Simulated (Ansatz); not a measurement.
## Energy profile

The step: BNH₄ ([BH2][NH2]) + H₂S → BH₃S ([BH2][SH]) + NH₃ (still joined by a long B–N bond); bonds formed: B1–S6, N2–H5; bonds broken: H5–S6; bonds weakened to dative contacts: B1–N2 (atoms numbered as in the saddle structure below).

```json
{"atom": "B1", "x (Å)": "0.0707", "y (Å)": "-0.5730", "z (Å)": "-0.5500"}
{"atom": "N2", "x (Å)": "0.9736", "y (Å)": "0.4098", "z (Å)": "0.1911"}
{"atom": "H3", "x (Å)": "0.0739", "y (Å)": "-0.4590", "z (Å)": "-1.7434"}
{"atom": "H4", "x (Å)": "-0.0416", "y (Å)": "-1.6698", "z (Å)": "-0.0795"}
{"atom": "H5", "x (Å)": "-0.4147", "y (Å)": "0.9774", "z (Å)": "0.3896"}
{"atom": "S6", "x (Å)": "-1.7612", "y (Å)": "0.4547", "z (Å)": "-0.0221"}
{"atom": "H7", "x (Å)": "1.6241", "y (Å)": "0.9397", "z (Å)": "-0.3705"}
{"atom": "H8", "x (Å)": "1.4323", "y (Å)": "0.0714", "z (Å)": "1.0245"}
{"atom": "H9", "x (Å)": "-1.9571", "y (Å)": "-0.1512", "z (Å)": "1.1604"}
```

Electronic energies by CCSD(T) at an estimated basis limit (MP2 extrapolated from triple and quadruple zeta, plus CCSD(T) − MP2 in triple zeta), on PBE0-D4/def2-TZVP structures; BNH₆S, singlet; no counterpoise correction. Ansatz 0.2.0; basis: def2-TZVPP and def2-QZVPP; cores frozen in the correlated methods. Extrapolation: Hartree–Fock as exp(−7.88 √X), correlation as X^−2.97.

Problem. Give the profile in kJ/mol, counted from the separated reactants. (An estimate is asked for; the value comes from the calculation.)

Solution. By the calculation:
```tsv
point	kJ/mol
separated: BNH₄ (linked as [BH2][NH2]; B1, N2, H3, H4, H7, H8; singlet) + H₂S (H5, S6, H9; singlet)	0.0
start structure	-11.5
saddle	92.4
end structure	-40.6
separated: BH₃S (linked as [BH2][SH]; B1, H3, H4, S6, H9; singlet) + NH₃ (N2, H5, H7, H8; singlet)	44.6
```

T1 diagnostic: at most 0.015.

For scale, one of the runs: CCSD(T)/def2-TZVPP, 188 basis functions, launched by `ansatz run in.yaml --threads 2 --pin off --events-out ev --progress --plain --max-ram 4352MiB`. Time: 41 s of wall clock on 2 CPU threads of an Arm Neoverse V1; the host was shared. Peak host memory: 1.9 GiB.
